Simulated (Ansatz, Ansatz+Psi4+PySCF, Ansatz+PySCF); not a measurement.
```xyz
2

Si    0.0000    0.0000    1.1051
Si    0.0000    0.0000   -1.1051
```

Basis set: cc-pV(T+d)Z (spherical functions). Correlated methods keep 10 orbitals frozen. Correlation on ROHF uses semicanonical orbitals with singles. Charge 0, multiplicity 3.

Computed with Ansatz (development build ahead of 0.2.0); each method stands on the lowest determinant of its kind that the runs found.

(1) Give the atomization energy at this shape (free ground-state atoms in the same class of orbitals less the molecule, no zero-point energy) of triplet Si2 by ROHF-CCSD(T), UHF-CCSD, ROHF-MP2, UHF-MP2, ROHF, UHF.

## Answers

(1)

| method | atomization energy |
| --- | --- |
| ROHF-CCSD(T) | 3.05 eV |
| UHF-CCSD | 2.89 eV |
| ROHF-MP2 | 3.05 eV |
| UHF-MP2 | 3.03 eV |
| ROHF | 1.94 eV |
| UHF | 1.82 eV |
